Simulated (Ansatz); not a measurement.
# CH4Si (triplet): wave-function methods side by side at a displaced geometry (v2), cc-pVDZ

Aim: climb from Hartree-Fock through coupled cluster for CH4Si (triplet) at one geometry and basis, and see what each rung misses.

The runs use Ansatz 0.2.0, Gaussian basis; cc-pVDZ, core rule «outside noble gas», up to 6 orbitals frozen.

Plan: UHF; CCSD(T) on ROHF; CCSD(T) on UHF; BCCD(T) on ROHF; CISD; CCSDT(Q) on ROHF; CCSDT(Q) on UHF.

23 further runs of the same task are left out: 10 that didn't finish, 13 set aside as unsound or not needed.

## (1) The system

The geometry is a PBE0/def2-TZVP stationary point (not a proven minimum) with its atoms shifted at random (size 0.100 Å).

6 atoms, charge 0, spin multiplicity 3.

Atoms are counted from 1 here; the program's logs count them from 0.

Bond lengths: Si1–C2 1.803 Å, Si1–H3 1.471 Å, Si1–H4 1.529 Å, Si1–H5 1.596 Å, C2–H6 1.142 Å. Angles: C2–Si1–H3 110.4°, C2–Si1–H4 114.7°, C2–Si1–H5 101.1°, H3–Si1–H4 113.6°, H3–Si1–H5 108.7°, H4–Si1–H5 107.4°, Si1–C2–H6 158.7°.

Geometry (Å):

```xyz
6

Si    0.04890    0.01961    0.52029
C    -0.11597   -0.05539   -1.27377
H    -0.03935    1.41251    0.98504
H     1.25091   -0.73894    1.08469
H    -1.26646   -0.75807    0.98181
H     0.07423    0.19815   -2.37080
```

## (2) UHF

in.yaml reads:

```yaml
crystal:
  periodic: [false, false, false]
  atoms:
    - {symbol: Si, position_ang: [0.048902, 0.019610, 0.520294]}
    - {symbol: C, position_ang: [-0.115972, -0.055391, -1.273769]}
    - {symbol: H, position_ang: [-0.039351, 1.412506, 0.985042]}
    - {symbol: H, position_ang: [1.250914, -0.738941, 1.084688]}
    - {symbol: H, position_ang: [-1.266461, -0.758073, 0.981805]}
    - {symbol: H, position_ang: [0.074228, 0.198146, -2.370795]}
basis:
  gaussian: {orbitals: cc-pVDZ}
magnetization: {spin_polarized: true, initial_magnetization: 2}
hamiltonian: {xc: hf}
output: {orbitals: {seedname: orbitals}}
```

Started as:

```
$ ansatz run in.yaml --threads 1 --pin off --events-out ev --progress --plain --max-ram 2393MiB
```

The runs that follow: CCSD(T) on ROHF; CCSD(T) on UHF; BCCD(T) on ROHF; CISD; CCSDT(Q) on ROHF; CCSDT(Q) on UHF.

**Question.** What will the summary of the whole plan be? Wanted: UCCSDT(Q) below the RHF energy; RMP2 from UCCSDT(Q); UMP2 from UCCSDT(Q); RCCSD from UCCSDT(Q); RCCSD(T) from UCCSDT(Q); UCCSD(T) from UCCSDT(Q); RCCSDT(Q) from UCCSDT(Q); T1 diagnostic.

As calculated:

```
                         quantity                                                   value
   UCCSDT(Q) below the RHF energy                                              -6.7491 eV
              RMP2 from UCCSDT(Q)                                           +131.4 kJ/mol
              UMP2 from UCCSDT(Q)                                           +130.3 kJ/mol
             RCCSD from UCCSDT(Q)                                            +17.3 kJ/mol
          RCCSD(T) from UCCSDT(Q)                                             +3.6 kJ/mol
          UCCSD(T) from UCCSDT(Q)                                             +3.5 kJ/mol
         RCCSDT(Q) from UCCSDT(Q)                                             +0.1 kJ/mol
levels within 1 kcal/mol (43 meV)  RCCSD(T), UCCSD(T), BCCD(T), RCCSDT, UCCSDT, RCCSDT(Q)
                    T1 diagnostic                                                   0.022
```

**Reading.** RCCSD(T) misses by +3.6 kJ/mol, 0.5 % of the correlation energy. These misses are within one basis, not against nature; the frozen cores of restricted and unrestricted runs differ, which can shift their rows.
